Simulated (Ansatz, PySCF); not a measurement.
Species: CH2O2, charge 0, multiplicity 1. SMILES: O=CO
Structure (B3LYP-D3(BJ)/def2-TZVP (Ansatz, an electronic-structure program) minimum search):
```
C
O 1 1.1967
O 1 1.3439 2 125.18
H 3 0.9719 1 107.71 2 0.00
H 1 1.0974 2 125.25 3 -180.00
```

Wanted: vertical ionisation energy (to the doublet state of charge +1; each state is the SCF solution reached for its spin), in eV. Valence correlation only, unless marked. Open shells are spin-unrestricted. No spin-orbit coupling. Non-relativistic. Basis-set limits of correlation are two-point, X^-3; Hartree-Fock from the larger set. [CCSD(T)-MP2]/basis is that difference in the basis named.

Level to compare with: RI-MP2/CBS(aug-cc-pVTZ,aug-cc-pVQZ)+[CCSD(T)-MP2]/aug-cc-pVTZ (Ansatz), 11.65 eV. It is a level with limits of its own, and the differences hold the functionals' basis error too.

Q: Rank these functionals by how close they come to RI-MP2/CBS(aug-cc-pVTZ,aug-cc-pVQZ)+[CCSD(T)-MP2]/aug-cc-pVTZ, closest first: PBE/def2-TZVPD (Ansatz); B3LYP/def2-TZVPD (Ansatz); M06-2X/def2-TZVPD (PySCF).

A: M06-2X/def2-TZVPD (hybrid meta-GGA, 11.61 eV, difference -0.04), B3LYP/def2-TZVPD (global hybrid, 11.47 eV, difference -0.18), PBE/def2-TZVPD (GGA, 11.31 eV, difference -0.34)
